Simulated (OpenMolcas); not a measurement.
# N2H (dinitrogen monohydride), step by step

Wanted: a single-point energy (UHF/STO-3G), then the energy (CASSCF(5,5)/STO-3G), then a single-point energy (CASPT2(5,5)/STO-3G), then a single-point energy (SC-NEVPT2(5,5)/STO-3G), then the energy (MRCI(5,5)/STO-3G) of N2H (dinitrogen monohydride). 

The calculation is run with OpenMolcas 26.06.

## (1) Starting point

The species is N2H (3 atoms), meant as a doublet with charge 0. SMILES: `[N]=N`. The N2–H3 distance was set to 1.849 Å, away from the relaxed value. At this shape a bond of the SMILES string is far longer than usual.

Bond lengths: N1–N2 1.165 Å.

## (2) A single-point energy at UHF/STO-3G (run 1)

The input, step1.inp:

```
&GATEWAY
BasLib=$CurrDir
Coord
3
angstrom
N        0.840433      -1.388299       0.315665
N       -0.138757      -0.999289      -0.180615
H       -0.441870       0.824430      -0.156080
Basis=STO-3G
Group=NoSym
&SEWARD
&SCF
UHF
Spin=2
Scramble=0.25
PrOrbitals=1 1
```

The basis set STO-3G is read from a file made from the Basis Set Exchange's data (not shown).

On the command line:

```
$ export MOLCAS_MEM=1860
$ pymolcas step1.inp > step1.log
```

The program printed:

```text
--- Start Module: gateway ---
[...]
--- Stop Module: gateway /rc=_RC_ALL_IS_WELL_ ---
--- Start Module: seward ---
[...]
      Basis functions           11
--- Stop Module: seward /rc=_RC_ALL_IS_WELL_ ---
--- Start Module: scf ---
[...]
       Convergence after  21 Iterations
[...]
::    Total SCF energy                               -107.9607759944
[...]
      Total spin, S                                     0.6893398004
[...]
      Total electronic charge=   15.000000
      Total            charge=   -0.000000
[...]
      Dipole Moment (debye):
      Origin of the operator (angstrom)=    0.3233   -1.1237    0.0598
                   X=  1.3625E-03               Y=  1.1311E-01               Z=  1.2573E-02           Total=  1.1381E-01
      Quadrupole Moment (debye*angstrom):
[...]
--- Stop Module: scf /rc=_RC_ALL_IS_WELL_ ---
[...]
```

Run time: 1.6 s. Hardware: 1 thread of Arm Neoverse V2, shared host; peak memory 0.37 GiB.

## (3) The energy at CASSCF(5,5)/STO-3G (run 2)

The input, step2.inp:

```
&GATEWAY
 BasLib = $CurrDir
 Coord
 3
 angstrom
 N        0.840433      -1.388299       0.315665
 N       -0.138757      -0.999289      -0.180615
 H       -0.441870       0.824430      -0.156080
 Basis = STO-3G
 Group = NoSym

&SEWARD

&RASSCF
 FileOrb = $CurrDir/step1.UnaOrb
 Spin = 2
 Nactel = 5 0 0
 Inactive = 5
 Ras2 = 5
 OrbListing = Nothing
 OrbAppear = Compact
```

The basis set STO-3G is read from a file made from the Basis Set Exchange's data (not shown).

On the command line:

```
$ export MOLCAS_MEM=1860
$ pymolcas step2.inp > step2.log
```

The program printed:

```text
--- Start Module: gateway ---
[...]
--- Stop Module: gateway /rc=_RC_ALL_IS_WELL_ ---
--- Start Module: seward ---
[...]
      Basis functions           11
--- Stop Module: seward /rc=_RC_ALL_IS_WELL_ ---
--- Start Module: rasscf ---
[...]
      Number of active orbitals                  5
[...]
      Spin quantum number                      0.5
[...]
      Active orbitals                            5
[...]
      Number of CSFs                            75
[...]
      Number of root(s) required                 1
[...]
      Convergence after 12 iterations
[...]
      printout of CI-coefficients larger than  0.05 for root  1
      energy=    -108.068867
      conf/sym  11111     Coeff  Weight
             1  22u00  -0.95281 0.90784
            30  20u20  -0.15751 0.02481
            35  ududu  -0.06933 0.00481
            36  uduud  -0.11932 0.01424
            41  02u02  -0.16674 0.02780
            66  uuudd   0.07774 0.00604
[...]
      Natural orbitals and occupation numbers for root  1
      sym 1:   1.905504   1.906644   1.000165   0.093132   0.094555
      ************************************************************************************************************************
      *                                                    Final results                                                     *
[...]
::    RASSCF root number  1 Total energy:   -108.06886696
[...]
      Total electronic charge=   15.000000
      Total            charge=   -0.000000
[...]
      Dipole Moment (debye):
      Origin of the operator (angstrom)=    0.3233   -1.1237    0.0598
                   X=  7.3810E-03               Y= -1.0094E-02               Z=  2.9918E-03           Total=  1.2857E-02
      Quadrupole Moment (debye*angstrom):
[...]
--- Stop Module: rasscf /rc=_RC_ALL_IS_WELL_ ---
[...]
```

Run time: 1.5 s. Hardware: 1 thread of Arm Neoverse V2, shared host; peak memory 0.37 GiB.

## (4) A single-point energy at CASPT2(5,5)/STO-3G (run 3)

The input, step3.input:

```
&GATEWAY
  BasLib=$CurrDir
  Coord
  3
  angstrom
  N        0.840433      -1.388299       0.315665
  N       -0.138757      -0.999289      -0.180615
  H       -0.441870       0.824430      -0.156080
  Basis=STO-3G
  Group=NoSym

&SEWARD

&RASSCF
  FileOrb=$CurrDir/step2.RasOrb
  Spin=2
  Nactel=5 0 0
  Inactive=5
  Ras2=5
  OrbListing=Nothing
  OrbAppear=Compact

&CASPT2
  Imaginary=0.1
  Frozen=2
```

The basis set STO-3G is read from a file made from the Basis Set Exchange's data (not shown).

On the command line:

```
$ export MOLCAS_MEM=1860
$ pymolcas step3.input > step3.log
```

The program printed:

```text
--- Start Module: gateway ---

                                              &GATEWAY

                       available to each process: 1.9 GB of memory, 1 thread

 Basis Set     1 Label: N.STO-3G
 Basis set is read from library:.
 basistype.tbl is not found

 Basis Set     2 Label: H.STO-3G
 Basis set is read from library:.
 basistype.tbl is not found

++    Symmetry information:
      ---------------------

                    Character Table for C1

                             E
                    a        1  x, y, xy, Rz, z, xz, Ry, yz, Rx, I
--

++    Basis set information:
      ----------------------

      Basis set label: N.STO-3G.........

[... 103 lines left out ...]
      Nuclear repulsion energy =   25.69158784
[... 84 lines left out ...]
      Note: transformation to natural orbitals
[... 4 lines left out ...]
      conf/sym  11111     Coeff  Weight
[... 15 lines left out ...]
++    Final optimization conditions:
[... 16 lines left out ...]
::    RASSCF root number  1 Total energy:   -108.06886696
[... 57 lines left out ...]
      Natural orbitals for root   1 are written to the RASORB.1 file
[... 53 lines left out ...]
      Imaginary shift                            0.10
[... 11 lines left out ...]
++ CASPT2 computation for group   1

********************************************************************************
 Multi-State initialization phase begins for group   1
--------------------------------------------------------------------------------
********************************************************************************
 Compute H0 matrices for state    1
--------------------------------------------------------------------------------
--------------------------------------------------------------------------------
 H0 matrices have been computed.

********************************************************************************
  CASPT2 EQUATION SOLUTION
--------------------------------------------------------------------------------
 Invalid disk address                    -8
 I/O error in DaFile_checkarg
 Unit =                    45

--- Stop Module: caspt2 /rc=-6 ---

.########################.
.# Non-zero return code #.
.########################.

    Timing: Wall=1.25 User=0.98 System=0.26
```

It took 1.4 s on 1 thread of Arm Neoverse V2, shared host; peak memory 0.37 GiB.

The program stopped with an error.

## (5) The energy at SC-NEVPT2(5,5)/STO-3G (run 4)

The input, step4.inp:

```
&gateway
baslib = $CurrDir
coord
3
angstrom
N        0.840433      -1.388299       0.315665
N       -0.138757      -0.999289      -0.180615
H       -0.441870       0.824430      -0.156080
basis = STO-3G
group = NoSym
&seward
&rasscf
fileorb = $CurrDir/step2.RasOrb
spin = 2
nactel = 5 0 0
inactive = 5
ras2 = 5
orblisting = Nothing
orbappear = Compact
&caspt2
sc-nevpt2
frozen = 2
```

The basis set STO-3G is read from a file made from the Basis Set Exchange's data (not shown).

On the command line:

```
$ export MOLCAS_MEM=1860
$ pymolcas step4.inp > step4.log
```

The program printed:

```text
--- Start Module: gateway ---
[...]
--- Stop Module: gateway /rc=_RC_ALL_IS_WELL_ ---
[...]
      Basis functions           11
[...]
--- Start Module: rasscf ---
[...]
      Number of active orbitals                  5
[...]
      Spin quantum number                      0.5
[...]
      Active orbitals                            5
[...]
      Number of CSFs                            75
[...]
      Number of root(s) required                 1
[...]
      Convergence after  4 iterations
[...]
      printout of CI-coefficients larger than  0.05 for root  1
      energy=    -108.068867
      conf/sym  11111     Coeff  Weight
             1  22u00  -0.95281 0.90784
            30  20u20  -0.15751 0.02481
            35  ududu  -0.06933 0.00481
            36  uduud  -0.11932 0.01424
            41  02u02  -0.16674 0.02780
            66  uuudd   0.07774 0.00604
[...]
      Natural orbitals and occupation numbers for root  1
      sym 1:   1.905504   1.906644   1.000165   0.093132   0.094555
      ************************************************************************************************************************
      *                                                    Final results                                                     *
[...]
::    RASSCF root number  1 Total energy:   -108.06886696
[...]
      Total electronic charge=   15.000000
      Total            charge=   -0.000000
[...]
      Dipole Moment (debye):
      Origin of the operator (angstrom)=    0.3233   -1.1237    0.0598
                   X=  7.3790E-03               Y= -1.0104E-02               Z=  2.9896E-03           Total=  1.2864E-02
      Quadrupole Moment (debye*angstrom):
[...]
--- Stop Module: rasscf /rc=_RC_ALL_IS_WELL_ ---
--- Start Module: caspt2 ---
[...]
 ###    WARNING: User changed nr of frozen orbitals.                         ###
 ###############################################################################
[...]
      E2 (Variational):          -0.0466284329
[...]
      E2 (Variational):          -0.0464625294
      Total energy:            -108.1153294933
[...]
      Reference weight:           0.98302
[...]
::    SC-NEVPT2 Root  1     Total energy:   -108.11532949
[...]
--- Stop Module: caspt2 /rc=_RC_ALL_IS_WELL_ ---
[...]
```

It took 1.4 s on 1 thread of Arm Neoverse V2, shared host; peak memory 0.37 GiB.

## (6) A single-point energy at MRCI(5,5)/STO-3G (run 5)

The input, step5.input:

```
* HN2 MRCI
>>> EXPORT MOLCAS_PRINT=2
&GATEWAY
BASLIB=$CurrDir
COORD
3
angstrom
N        0.840433      -1.388299       0.315665
N       -0.138757      -0.999289      -0.180615
H       -0.441870       0.824430      -0.156080
BASIS=STO-3G
GROUP=NoSym
&SEWARD
&RASSCF
FILEORB=$CurrDir/step2.RasOrb
SPIN=2
NACTEL=5 0 0
INACTIVE=5
RAS2=5
ORBLISTING=Nothing
ORBAPPEAR=Compact
&MOTRA
LUMORB
FROZEN=2
&GUGA
ELECTRONS=11
SPIN=2
INACTIVE=3
ACTIVE=5
CIALL=1
&MRCI
SDCI
```

The basis set STO-3G is read from a file made from the Basis Set Exchange's data (not shown).

On the command line:

```
$ export MOLCAS_MEM=1860
$ pymolcas step5.input > step5.log
```

The program printed:

```text
--- Start Module: gateway ---
[...]
--- Stop Module: gateway /rc=_RC_ALL_IS_WELL_ ---
[...]
      Basis functions           11
[...]
      Number of active orbitals                  5
[...]
      Spin quantum number                      0.5
[...]
      Active orbitals                            5
[...]
      Number of CSFs                            75
[...]
      Number of root(s) required                 1
[...]
      Convergence after  4 iterations
[...]
      printout of CI-coefficients larger than  0.05 for root  1
      energy=    -108.068867
      conf/sym  11111     Coeff  Weight
             1  22u00  -0.95281 0.90784
            30  20u20  -0.15751 0.02481
            35  ududu  -0.06933 0.00481
            36  uduud  -0.11932 0.01424
            41  02u02  -0.16674 0.02780
            66  uuudd   0.07774 0.00604
[...]
      Natural orbitals and occupation numbers for root  1
      sym 1:   1.905504   1.906644   1.000165   0.093132   0.094555
      ************************************************************************************************************************
      *                                                    Final results                                                     *
[...]
::    RASSCF root number  1 Total energy:   -108.06886696
[...]
      Dipole Moment (debye):
      Origin of the operator (angstrom)=    0.3233   -1.1237    0.0598
                   X=  7.3790E-03               Y= -1.0104E-02               Z=  2.9896E-03           Total=  1.2864E-02
      Quadrupole Moment (debye*angstrom):
[...]
      *** WARNING: Default frozen orbitals is overwritten by user input.
      *** Default values:   2
[...]
--- Start Module: guga ---
[...]
--- Stop Module: guga /rc=_RC_ALL_IS_WELL_ ---
--- Start Module: mrci ---
[...]
       (But an ACPF correction will be computed)
       USE THE DEFAULT ACPF G-VALUE GFAC=  0.18181818181818182
[...]
                      CI ENERGY:  -108.12797114
[...]
                ACPF CORRECTION:    -0.00150774
[...]
      Total electronic charge=   15.000000
      Total            charge=   -0.000000
[...]
     ACPF CORRECTION:     -0.00150774
[...]
  CI State   1     Total energy:   -108.12797114     QDav:     -0.00185330     QACPF:     -0.00150774
[...]
--- Stop Module: mrci /rc=_RC_ALL_IS_WELL_ ---
[...]
```

Run time: 2.4 s. Hardware: 1 thread of Arm Neoverse V2, shared host; peak memory 0.37 GiB.

## (7) What came out

```
                                                    quantity                value
                             run 1, UHF/STO-3G: total energy        -107.96078 Eh
                            run 1, UHF/STO-3G: dipole moment               0.11 D
       run 1, UHF/STO-3G: HOMO energy (highest over α and β)            -10.98 eV
        run 1, UHF/STO-3G: LUMO energy (lowest over α and β)              6.91 eV
                                     run 1, UHF/STO-3G: ⟨S²⟩                1.165
                     run 2, CASSCF(5,5)/STO-3G: total energy        -108.06887 Eh
   run 2, CASSCF(5,5)/STO-3G: dipole moment (CASSCF density)               0.01 D
                  run 4, SC-NEVPT2(5,5)/STO-3G: total energy        -108.11533 Eh
run 4, SC-NEVPT2(5,5)/STO-3G: dipole moment (CASSCF density)               0.01 D
                       run 5, MRCI(5,5)/STO-3G: total energy        -108.12797 Eh
     run 5, MRCI(5,5)/STO-3G: dipole moment (CASSCF density)               0.01 D
                                   run 3, CASPT2(5,5)/STO-3G  no result (crashed)
```

**Reading.** ⟨S²⟩ (run 1, UHF/STO-3G) is 1.16 where a pure doublet has 0.75: the reference is spin-contaminated. 1 of the 5 runs did not end normally.
